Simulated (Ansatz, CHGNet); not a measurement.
Lattice constant a (Å) of 24 elemental metals, computed with the machine-learned potential CHGNet-r²SCAN (trained on r²SCAN data) and with PBE (Ansatz, a quantum-chemistry and plane-wave program, plane waves, PAW). The set holds measured phases with no doubt noted on the run or the magnetic state but for the caveats below. 19 more of the class have both values but aren't in it, for one of these reasons: built or high-temperature cells, doubts on the run or the magnetic state, unlike cells, values of zero, layered or molecular crystals, cells that aren't cubic. Solids without a value at one level (not run, failed, or a magnetic order lost), or held back for tests, aren't counted.

All rows, in order of the shift (worked out from unrounded values):

```tsv
solid	CHGNet-r²SCAN	PBE	shift (%)
bcc Cs	6.461	6.162	-4.64
bcc Na	4.260	4.197	-1.48
bcc Fe	2.868	2.831	-1.31
bcc Ba	5.086	5.021	-1.27
fcc Sr	6.090	6.030	-0.99
fcc Ca	5.582	5.526	-0.99
bcc K	5.307	5.284	-0.45
bcc Nb	3.320	3.310	-0.31
bcc Ta	3.321	3.319	-0.06
bcc Mo	3.154	3.161	+0.20
bcc Rb	5.653	5.670	+0.30
bcc W	3.171	3.184	+0.40
fcc Ir	3.853	3.871	+0.45
fcc Au	4.136	4.158	+0.54
bcc V	2.979	2.997	+0.60
bcc Li	3.413	3.435	+0.62
fcc Rh	3.806	3.830	+0.63
fcc Pt	3.945	3.970	+0.64
fcc Pd	3.916	3.943	+0.69
fcc Ag	4.110	4.147	+0.91
fcc Pb	4.988	5.040	+1.06
fcc Ni	3.480	3.519	+1.12
fcc Al	3.986	4.040	+1.36
fcc Cu	3.578	3.629	+1.44
```

The shift from CHGNet-r²SCAN to PBE has a median of +0.42 %, and eight in ten lie between -1.30 % and +1.10 %; PBE is the larger in 15 of 24.

Ansatz's runs of these crystals have no spin polarisation, but for bcc Fe, fcc Ni.

Density-functional runs with spin start from parallel moments for bcc Fe, parallel moments for fcc Ni.

Spin–orbit coupling is left out, also for the solids with elements from indium on (bcc Ta, fcc Pt, bcc Ba, bcc W, fcc Ir, bcc Cs, fcc Pb, fcc Au); its size isn't shown.

Ansatz's density-functional and Hartree–Fock values are scalar-relativistic unless marked +SOC, with PAW data made under PBE.
